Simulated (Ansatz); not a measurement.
Geometry optimisation, Ansatz 0.2.0, RKS PBE-D4/def2-SVP.

Input:

```yaml
crystal:
  periodic: [false, false, false]
  atoms:
    - { symbol: "N", position_ang: [-1.47491, 0.94693, -1.57408] }
    - { symbol: Si, position_ang: [-0.13638, 0.75811, -0.68975] }
    - { symbol: Si, position_ang: [0.63848, -0.70307, 0.91917] }
    - { symbol: H, position_ang: [-2.28627, 0.34825, -1.53315] }
    - { symbol: H, position_ang: [0.8182, 1.81703, -1.02484] }
    - { symbol: H, position_ang: [0.93911, -0.02404, 2.18965] }
    - { symbol: H, position_ang: [1.85909, -1.40473, 0.49125] }
    - { symbol: H, position_ang: [-0.35731, -1.73848, 1.22176] }
basis:
  gaussian: { orbitals: def2-SVP }
hamiltonian:
  xc: pbe
  dispersion: d4
relax:
  f_tol: 0.015
  max_steps: 40
```

Command:

```bash
$ ansatz run input.yaml --threads 1 --pin off --max-ram 2048MiB --backend cpu --events-out ev --progress --plain --runs-dir out
```

Where does it end, and by what steps?

The run converged. After 6 steps the energy has fallen by 0.137 eV; H4 moved furthest, 0.25 Å.

| step | energy less start (eV) | largest force component (eV/Å) | accepted |
| --- | --- | --- | --- |
| 0 | 0.0000 | 0.624 | yes |
| 1 | -0.1092 | 0.403 | yes |
| 2 | -0.1235 | 0.136 | yes |
| 3 | -0.1327 | 0.155 | yes |
| 4 | -0.1360 | 0.135 | yes |
| 5 | -0.1364 | 0.141 | yes |
| 6 | -0.1367 | 0.004 | yes |

```xyz
8
Properties=species:S:1:pos:R:3
N -1.500 0.921 -1.566
Si -0.097 0.835 -0.730
Si 0.609 -0.714 0.911
H -2.197 0.190 -1.357
H 0.902 1.909 -1.052
H 0.911 0.001 2.202
H 1.858 -1.423 0.455
H -0.486 -1.719 1.137
```

Whether the end is a true minimum wasn't checked by a vibrational analysis.

Run time: 13 s on 1 thread of Intel(R) Xeon(R) Processor @ 2.70GHz (shared host), peak memory 0.14 GiB.
